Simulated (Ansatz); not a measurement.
# Mg2− (sextet): from Hartree-Fock to the top rungs, aug-cc-pVTZ

One table from this session's results is given with a row withheld; the runs are named, their logs left out.

Computed with Ansatz 0.2.0, Gaussian basis. Level: aug-cc-pVTZ, core rule «outside noble gas», up to 10 orbitals frozen.

To be run: UHF; CCSD(T) on ROHF; CCSD(T) on UHF; BCCD(T) on ROHF; CCSDT(Q) on ROHF; CCSDT(Q) on UHF; CASSCF and NEVPT2, 5 electrons in 8 orbitals.

18 further runs of the same task are left out: 9 that didn't finish, 9 set aside as unsound or not needed. Runs told in other sessions of the task aren't counted.

### The geometry

The geometry is a PBE0/def2-TZVPD stationary point (not a proven minimum) of the parent state, kept for this charge and spin.

2 atoms, charge -1, spin multiplicity 6.

Atoms are counted from 1 here; the program's logs count them from 0.

Bond lengths: Mg1–Mg2 2.707 Å.

Geometry (Å):

```xyz
2

Mg    0.00000    0.00000    0.00000
Mg    0.00000    0.00000    2.70660
```

Set-up of the first run:

in.yaml

```yaml
crystal:
  periodic: [false, false, false]
  atoms:
    - {symbol: Mg, position_ang: [0.000000, 0.000000, 0.000000]}
    - {symbol: Mg, position_ang: [0.000000, 0.000000, 2.706600]}
basis:
  gaussian: {orbitals: aug-cc-pVTZ}
total_charge: -1
magnetization: {spin_polarized: true, initial_magnetization: 5}
hamiltonian: {xc: hf}
output: {orbitals: {seedname: orbitals}}
```

The run is started by

```console
> ansatz run in.yaml --threads 1 --pin off --events-out ev --progress --plain --max-ram 2393MiB
```

Among the steps run: UHF; CCSD(T) on ROHF; CCSD(T) on UHF; BCCD(T) on ROHF; CCSDT(Q) on ROHF; CCSDT(Q) on UHF; CASSCF and NEVPT2, 5 electrons in 8 orbitals.

One of the session's tables, all rows but one given; the rest of the session is left out.

```
        method  from UCCSDT(Q) (kcal/mol)
          ROHF                     +23.42
           UHF                     +23.38
          RMP2                      +8.38
          UMP2                      +8.35
         RCCSD                      +1.55
         UCCSD                          ?
      RCCSD(T)                      +0.51
      UCCSD(T)                      +0.47
       BCCD(T)                      +0.51
        RCCSDT                      +0.08
        UCCSDT                      +0.04
     RCCSDT(Q)                      +0.04
     UCCSDT(Q)                          0
CASSCF valence                     +18.91
NEVPT2 valence                      +7.64
```

Q: Estimate the row for UCCSD from the others.

The run gave: from UCCSDT(Q) (kcal/mol): +1.51. In the column «from UCCSDT(Q) (kcal/mol)» it lies between BCCD(T) (+0.51) and RCCSD (+1.55).

Limits of these values: Restricted and unrestricted rows rest on different reference determinants; a gap between their highest levels can come from leftover correlation error, from unlike frozen cores or from another state.
